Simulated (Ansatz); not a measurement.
The input, for Ansatz 0.2.0:

```yaml
crystal:
  periodic: [false, false, false]
  atoms:
    - {symbol: H, position_ang: [0.000000, 0.000000, -1.156000]}
    - {symbol: H, position_ang: [0.000000, 0.000000, -0.411000]}
    - {symbol: S, position_ang: [0.000000, 0.000000, 1.567000]}
basis:
  gaussian: {orbitals: def2-SVP}
magnetization: {spin_polarized: false, initial_magnetization: 2}
correlation: {method: ccsdt_q_b, electrons: valence}
scf: {lower_state_search: off}
```

```sh
$ ansatz run in.yaml --threads 1 --pin off --events-out ev --progress --plain --max-ram 2393MiB
```

Output:

```
these checks for a lower state are left out or cut short: stability, starts, cluster_reference, orbital_swaps, neighbouring_geometries, increment
402 factors; integrals over basis functions are off by at most 2.1e-7 eV
mean field evaluation 1: about -10842.5098 eV, gradient 6.7e0 eV
mean field evaluation 2: about -10842.5100 eV, gradient 6.7e0 eV
mean field evaluation 4: about -10843.0142 eV, gradient 4.1e-1 eV
mean field evaluation 8: about -10843.0157 eV, gradient 2.0e-4 eV
mean field -10843.01572114 eV, -398.4734780917 hartree, gradient 1.4e-6 eV, S^2 2.000000; 0 other end points of the search recorded, 0 dependent functions left out
5 core orbitals not correlated: weight in the atoms' cores, before any rotation towards them, 1.000 or more for the frozen orbitals, at most 0.000 for the correlated occupied ones
reference -10843.01572114 eV, -398.4734780917 hartree; 5, 3 occupied and 18, 20 virtual orbitals, 402 factors
second order -3.12911289 eV of doubles, -0.07730014 eV of singles
cycle   1  -3.73617974 eV  change   -5.3e-1 eV  update   4.8e-2
cycle   2  -3.93742932 eV  change   -2.0e-1 eV  update   1.7e-2
cycle   3  -3.95109764 eV  change   -1.4e-2 eV  update   4.9e-3
cycle   4  -3.95271765 eV  change   -1.6e-3 eV  update   2.3e-3
cycle   5  -3.95198150 eV  change    7.4e-4 eV  update   1.1e-3
cycle   6  -3.95217403 eV  change   -1.9e-4 eV  update   3.0e-4
cycle   7  -3.95228723 eV  change   -1.1e-4 eV  update   1.0e-4
cycle   8  -3.95227514 eV  change    1.2e-5 eV  update   3.9e-5
cycle   9  -3.95225641 eV  change    1.9e-5 eV  update   1.3e-5
cycle  10  -3.95226077 eV  change   -4.4e-6 eV  update   5.3e-6
cycle  11  -3.95226370 eV  change   -2.9e-6 eV  update   2.4e-6
cycle  12  -3.95226340 eV  change    3.0e-7 eV  update   7.8e-7
cycle  13  -3.95226294 eV  change    4.6e-7 eV  update   2.9e-7
perturbative correction -0.00239311 eV, -0.0000879451 hartree
Total energy: -10846.97037718 eV, -398.6188090208 hartree
Checks for a lower state left out: stability, starts, cluster_reference, orbital_swaps, neighbouring_geometries, increment
```

Ran on 1 thread of Arm Neoverse V1, shared host: 3.6 s wall, 0.14 GiB peak host memory.
